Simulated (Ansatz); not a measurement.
Counterpoise correction, worked out

The pair of HF (SMILES F, atoms 1–2) and C₂H₄ (SMILES C=C, atoms 3–8), both closed shells, in one local arrangement (a lower one may exist), relaxed at PBE0-D4/def2-TZVP:

```xyz
8
angstrom
F -1.0591 -0.3561 -2.1116
H -0.6465 -0.2151 -1.2872
C -0.1540 -0.3132 0.8519
C 0.7200 0.5029 0.2761
H 0.0338 -1.3781 0.9385
H -1.0870 0.0535 1.2663
H 0.5360 1.5690 0.1969
H 1.6568 0.1373 -0.1307
```

Program: Ansatz 0.2.0. Basis: def2-TZVPPD. Cores are frozen in the correlated methods.

CCSD(T) total energies in eV:

| system | geometry | basis functions | energy |
| --- | --- | --- | --- |
| pair | pair | all | -4865.31212 |
| HF | as in the pair | all (partner as ghosts) | -2730.61910 |
| C₂H₄ | as in the pair | all (partner as ghosts) | -2134.51390 |
| HF | as in the pair | its own | -2730.60818 |
| C₂H₄ | as in the pair | its own | -2134.49828 |
| HF | free (PBE0-D4 minimum) | its own | -2730.61345 |
| C₂H₄ | free (PBE0-D4 minimum) | its own | -2134.49516 |

(1) Work out the interaction energy with and without the counterpoise correction, the superposition error, and the binding energy from the relaxed fragments.

No T1 diagnostic of these runs exceeds 0.011.

## Answers

(1) Without correction: -4865.31212 − (-2730.60818) − (-2134.49828) = -0.20566 eV.
With correction (each fragment in the whole basis): -4865.31212 − (-2730.61910) − (-2134.51390) = -0.17912 eV = -4.13 kcal/mol.
The superposition error is the difference, 0.02654 eV, 13 % of the uncorrected value: each fragment borrows its partner's functions.
Deformation from the free shapes: 0.00527 eV for HF and -0.00312 eV for C₂H₄ (a small negative value is possible, since the free shapes are minima of another method).
Binding energy from relaxed fragments: -0.17912 + 0.00527 + (-0.00312) = -0.17697 eV = -4.08 kcal/mol (electronic, without zero-point energy; negative means bound). For comparison, the corrected interaction energy by CCSD(T) at an estimated basis limit (MP2 extrapolated from triple and quadruple zeta, plus CCSD(T) − MP2 in triple zeta) is -0.196 eV; triple zeta with the correction binds less.

For scale, one of the runs: CCSD(T)/def2-TZVPPD, 199 basis functions, launched by `ansatz run in.yaml --threads 2 --pin off --events-out ev --progress --plain --max-ram 5222MiB`. Hardware: 2 CPU threads, shared host. Wall time 81 s; peak host memory 2.5 GiB.
